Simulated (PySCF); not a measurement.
**Orbital picture of BP⁺**

PBE0 at R = 1.863 Å; PySCF, no relativity, basis sets B aug-pcseg-1, P aug-pcseg-1. State: ⁴Σ⁻ (quartet), unpaired electrons σ ↑, π ↑↑. Only the outer orbitals are listed, counted within each symmetry.

```csv
spin,orbital,occ.,ε (eV),on B (%),main shells (%)
α,5σ,1,-26.15,24,"70 P s, 18 B s"
α,6σ,1,-19.04,57,"62 B s, 28 P s, 14 P p"
α,2π,1,-15.63,23,"75 P p, 22 B p"
α,2π,1,-15.63,23,"75 P p, 22 B p"
α,7σ,1,-15.33,68,"46 B p, 31 P p, 23 B s"
α,3π,0,-9.42,73,"75 B p, 26 P p"
α,3π,0,-9.42,73,"75 B p, 26 P p"
α,8σ,0,-4.67,-7,"66 P p, 22 P d, 20 B p"
β,5σ,1,-23.81,36,"60 P s, 25 B s, 10 B p"
β,6σ,1,-17.13,35,"37 B s, 34 P s, 30 P p"
β,2π,0,-11.41,31,"67 P p, 30 B p"
β,2π,0,-11.41,31,"67 P p, 30 B p"
β,7σ,0,-10.17,90,"60 B s, 30 B p, 17 P p"
```

Task: Which are the highest filled and the lowest empty level, where do they sit, and how wide is the gap?

Result: Highest filled α 7σ at -15.33 eV (in %: 46 B p, 31 P p, 23 B s); lowest empty β 2π at -11.41 eV (in %: 67 P p, 30 B p); the gap at PBE0 is 3.92 eV.

```json
{"bond order (Mayer)": "1.17", "⟨S²⟩": "3.754", "charge on B (Mulliken, basis-dependent)": "0.35", "charge on B (Löwdin, basis-dependent)": "0.27", "dipole moment (positive dipole points towards P; it is taken about the centre of mass and depends on that origin)": "-1.77 D", "polarisability along the bond": "43.3 bohr³", "polarisability across the bond": "23.5 bohr³"}
```

Shares are Mulliken populations and can fall outside 0 to 100 %.

The state is the lowest determinant that a PBE0 search found; another state may lie lower at other levels.
